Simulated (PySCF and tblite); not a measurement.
Results of a calculation; reference values are marked as such.
CH3CH2CF(CH3)2, C₅H₁₁F, numbered as in [CH3:1][CH2:2][C:3]([CH3:4])([CH3:5])[F:6].

The ensemble was built from 60 distance-geometry starts (ETKDG, MMFF94s, GFN2-xTB) and rests on GFN2-xTB geometries. Energies: PBE0-D3(BJ)/def2-SVP (IEF-PCM, acetonitrile), with GFN2-xTB thermal terms (modes under about 100 cm⁻¹ blended into free rotors). Symmetry numbers and mirror images are counted. Conformers within 3 kcal/mol (GFN2-xTB free energy) were kept, 10 at most. GIAO shieldings: B97-2/pcSseg-1 (IEF-PCM, acetonitrile). Shifts are against TMS (¹H), TMS (¹³C) at the same level. Programs: PySCF with density fitting and tblite.

Torsions listed: C1–C2–C3–F6. Of a mirror pair one member is shown.

```tsv
conformer	shape	symmetry	E(GFN2) kcal/mol	E(DFT) kcal/mol
1	-62°	C1 (pair)	0.18	0.00
2	180°	Cs	0.00	0.08
```

(1) How much do the weights at 298.15 K and the averaged shift of C3 depend on how the conformers are weighted?

Answers

(1) 
```json
{"weighting": "DFT energy with thermal terms, symmetry and mirror images (full scheme)", "1 (%)": "68", "2 (%)": "32", "δ (ppm)": "98.4", "rms dipole (D)": "2.27"}
{"weighting": "DFT energy with symmetry and mirror images", "1 (%)": "70", "2 (%)": "30", "δ (ppm)": "98.3", "rms dipole (D)": "2.27"}
{"weighting": "bare DFT energy", "1 (%)": "53", "2 (%)": "47", "δ (ppm)": "98.7", "rms dipole (D)": "2.28"}
{"weighting": "GFN2-xTB energy with symmetry and mirror images", "1 (%)": "60", "2 (%)": "40", "δ (ppm)": "98.6", "rms dipole (D)": "2.28"}
{"weighting": "GFN2-xTB free energy", "1 (%)": "58", "2 (%)": "42", "δ (ppm)": "98.6", "rms dipole (D)": "2.28"}
{"weighting": "leading conformer alone", "1 (%)": "100", "2 (%)": "0", "δ (ppm)": "97.6", "rms dipole (D)": "2.24"}
{"weighting": "equal weights", "1 (%)": "50", "2 (%)": "50", "δ (ppm)": "98.8", "rms dipole (D)": "2.29"}
{"weighting": "full scheme, search stopped after three starts", "1 (%)": "100", "2 (%)": "0", "δ (ppm)": "97.6", "rms dipole (D)": "2.24"}
```

The largest departure from the full scheme, 0.7 ppm, comes with: leading conformer alone.
